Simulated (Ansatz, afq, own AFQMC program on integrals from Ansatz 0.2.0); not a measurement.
AFQMC on a folder of integrals that Ansatz 0.2.0 wrote.

```yaml
crystal:
  periodic: [false, false, false]
  atoms:
    - {symbol: O, position_ang: [0.000000, -0.068894, 0.000000]}
    - {symbol: H, position_ang: [0.000000, 0.546791, 0.758953]}
    - {symbol: H, position_ang: [0.000000, 0.546791, -0.758953]}
basis:
  gaussian: {orbitals: aug-cc-pVDZ}
total_charge: -1
magnetization: {spin_polarized: true, initial_magnetization: 1}
correlation: {method: ccsd_t, electrons: outside_noble_gas, hamiltonian_folder: ham}
```

```sh
$ ansatz run in.yaml --threads 1 --pin off --events-out ev --progress --plain --max-ram 1382MiB
```

Options of the walk:

```
--method phaseless --trial cisd --walkers 60 --populations 1 --least-time 40 --time-step 0.005 --steps-per-block 50 --equilibration-blocks 28 --max-blocks 300 --target-error 0.00036 --factor-cut 1e-05 --start spin_pure --seed 1005 --release-times 0.24,0.51,0.99,1.62,2.4 --release-step 0.03 --release-every 4 --taylor-order 6
```

Times are imaginary, in 1/Eh. The walk had a cap of 1356 s.

Output of the walk:

```
orbitals 40  electrons 5 4  factors 308 of 385
reference energy -76.00514520 Eh
CCSD correlation -0.23558716 Eh in 10 cycles, weight of the determinant in the CISD state 0.9272
energy of the start -76.240731 Eh
 block  time / (1/Eh)  mean weight  energy / Eh
     1     0.250  0.9996  -76.239587
     2     0.500  0.9982  -76.242736
     3     0.750  0.9999  -76.247723
     4     1.000  1.0014  -76.246789
     5     1.250  0.9995  -76.248051
     7     1.750  0.9991  -76.246262
     9     2.250  0.9988  -76.244278
    17     4.250  0.9978  -76.246407
    33     8.250  1.0029  -76.249153
    49    12.250  0.9977  -76.247344
    65    16.250  0.9994  -76.255586
    81    20.250  1.0002  -76.243769
    97    24.250  0.9996  -76.245977
   113    28.250  0.9971  -76.247180
   129    32.250  1.0028  -76.243885
   145    36.250  0.9990  -76.249757
   161    40.250  1.0006  -76.245937
   177    44.250  1.0022  -76.243932
   193    48.250  1.0010  -76.241499
   209    52.250  1.0005  -76.255437
   225    56.250  0.9992  -76.262175
   241    60.250  0.9957  -76.250688
   257    64.250  1.0006  -76.250024
   273    68.250  0.9997  -76.247687
   289    72.250  0.9985  -76.240600
   305    76.250  1.0007  -76.250607
   321    80.250  0.9980  -76.242154
blocks merged  error / Eh  count
     1  0.000343  300
     2  0.000376  150
     4  0.000389  75
     8  0.000452  37
    16  0.000487  18
    32  0.000395  9
released: time / (1/Eh)  energy / Eh  error  mean overlap
  0.24  -76.247953  0.000610  0.9978
  0.51  -76.247781  0.000420  0.9919
  0.99  -76.247932  0.000448  0.9965
  1.62  -76.248061  0.000367  0.9930
  2.40  -76.248557  0.000595  0.9575
energy -76.247929 +/- 0.000487 Eh
(rows thinned)
```

The run passed its tests (sampling time, drift between the halves within three errors, error under three times the target), which doesn't prove that it has relaxed.

Against this walk (error 13.3 meV) on the same determinant: CCSD(T) 26.2 meV higher (within the noise), CCSDT(Q) 2.6 meV higher (within the noise). The error is statistical and leaves out the bias of the constraint. Released to 2.40 1/Eh the energy moves by -17 ± 21 meV (both errors), within twice the noise.

Cautions: constraint bias not in the error; error above the target (13.3 against 9.8 meV).

The walk took 14 min on 1 thread of Arm Neoverse N1, with other jobs on the host. The log's last line is the phaseless energy.

CCSDT and higher add their correlation energy to the determinant of the CCSD(T) run, since their own runs factorise the integrals more tightly (a shift of under 2 meV). A walk keeps the symmetry of its determinant, which the program's search chose and which needn't be the lowest solution, so a lower state of the same spin and another symmetry isn't excluded.
